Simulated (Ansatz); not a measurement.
# HOF: small, medium and large basis sets

Aim: see how fast density functionals and correlated methods converge with the basis set for HOF.

Program: Ansatz 0.2.0, Gaussian basis. Level of theory: one geometry, several basis sets. These are calculated values, not measurements.

Plan: PBE0-D4/def2-SVP; ωB97M-V/def2-SVP; PBE0-D4/def2-QZVPP; ωB97M-V/def2-QZVPP; CCSD(T)/cc-pV(D+d)Z; CCSD(T)/cc-pV(T+d)Z; CCSD(T)/cc-pV(Q+d)Z; the functionals' def2-TZVPP values are taken from earlier runs.

### 1 Structure used throughout

The geometry comes from an earlier relaxation with PBE0-D4/def2-TZVP; it is a stationary point.

3 atoms, charge 0, spin multiplicity 1.

Atoms are counted from 1 here; the program's logs count them from 0.

Bond lengths: O1–F2 1.406 Å, O1–H3 0.969 Å. Angles: F2–O1–H3 99.1°.

### 2 PBE0-D4 in def2-SVP

in.yaml

```yaml
crystal:
  periodic: [false, false, false]
  atoms:
    - {symbol: O, position_ang: [0.430617, -0.210325, 0.216347]}
    - {symbol: F, position_ang: [-0.221954, 1.014618, -0.011006]}
    - {symbol: H, position_ang: [-0.208662, -0.804293, -0.205340]}
basis:
  gaussian: {orbitals: def2-SVP}
hamiltonian: {xc: pbe0, dispersion: d4}
output: {orbitals: {seedname: orbitals}}
```

Run with:

```bash
ansatz run in.yaml --threads 2 --pin off --events-out ev --progress --plain --max-ram 32768MiB --backend cpu
```

Further steps of the session: ωB97M-V in def2-SVP; PBE0-D4 in def2-QZVPP; ωB97M-V in def2-QZVPP; CCSD(T) in cc-pV(D+d)Z; CCSD(T) in cc-pV(T+d)Z; CCSD(T) in cc-pV(Q+d)Z.

**Question.** What will the summary of the whole plan be? Wanted: MP2 correlation recovered, cc-pV(D+d)Z; MP2 correlation recovered, cc-pV(T+d)Z; MP2 correlation recovered, cc-pV(Q+d)Z; CCSD(T) limit from def2 sets; PBE0-D4: double and triple zeta above quadruple; ωB97M-V: double and triple zeta above quadruple.

The runs gave:

| quantity | value |
| --- | --- |
| MP2 correlation recovered, cc-pV(D+d)Z | 66.4 % |
| MP2 correlation recovered, cc-pV(T+d)Z | 87.1 % |
| MP2 correlation recovered, cc-pV(Q+d)Z | 94.7 % |
| CCSD(T) limit from def2 sets (earlier runs) minus this one | 2 meV |
| PBE0-D4: double and triple zeta above quadruple | 6.34, 0.25 eV |
| ωB97M-V: double and triple zeta above quadruple | 6.48, 0.25 eV |

For PBE0-D4 the step from double to triple zeta gains 6.09 eV and the next only 0.25 eV. Correlation climbs from 66 % (cc-pV(D+d)Z) to 95 % (cc-pV(Q+d)Z) of the limit; Hartree-Fock is 0.117 eV from its own by then. A limit from the def2 sets, made apart, differs by 2 meV, a least measure of the doubt on such a limit. Total energies overstate the basis error of differences, where much of it tends to cancel. The LUMO of ωB97M-V is positive and keeps falling with the basis (2.17 to 1.26 eV): an unbound level that the basis holds in place.
